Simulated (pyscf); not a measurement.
F–In(F)–F (SMILES [F][In]([F])[F]) + H₂S (SMILES S) → HF (SMILES F) + F–In(F)–SH (SMILES [F][In]([F])[SH]), a four-centre exchange (singlet surface; F–In, H–S broken, F–H, In–S formed). Optimised with ωB97X-D3(BJ)/def2-SVP in PySCF. Energies in kcal/mol from the separated reactants.

GFN2-xTB: tblite. 

Problem. Quick GFN2-xTB single points give ΔE‡ = -11.1 kcal/mol and ΔE = -7.9 kcal/mol. What does ωB97M-D3(BJ)/def2-TZVP give, and how far is the quick result from it?

Solution. ωB97M-D3(BJ)/def2-TZVP gives ΔE‡ = -11.2 kcal/mol and ΔE = -11.4 kcal/mol. GFN2-xTB lies 0.1 kcal/mol over it in the barrier and 3.5 kcal/mol over it in the reaction energy, so on this step it does not hold to within 3.0 kcal/mol. ωB97M-D3(BJ)/def2-TZVP has limits of its own. On the reactant side the descent ends in an adduct with a In–S contact, 24.4 kcal/mol under the separated species and 8.2 kcal/mol under the saddle at ωB97X-D3(BJ)/def2-TZVP. On the product side the descent ends in an adduct with a F–In contact, 10.8 kcal/mol under the separated species and 9.4 kcal/mol under the saddle at ωB97X-D3(BJ)/def2-TZVP. At ωB97M-D3(BJ) the saddle lies under the separated reactants, which points to a path from their complex (located at ωB97X-D3(BJ) alone). What is counted as formed (In–S) is already present as a longer contact in the reactant adduct; forming that adduct is a step of its own. What is counted as broken (F–In) persists as a longer contact in the product adduct; parting that adduct is a step of its own. At ωB97X-D3(BJ) the barrier from the zero used here is -16.3 kcal/mol. This is the saddle that the search found; another between the same sides may lie lower. Elements past Kr carry the def2 core potentials, without spin-orbit coupling.
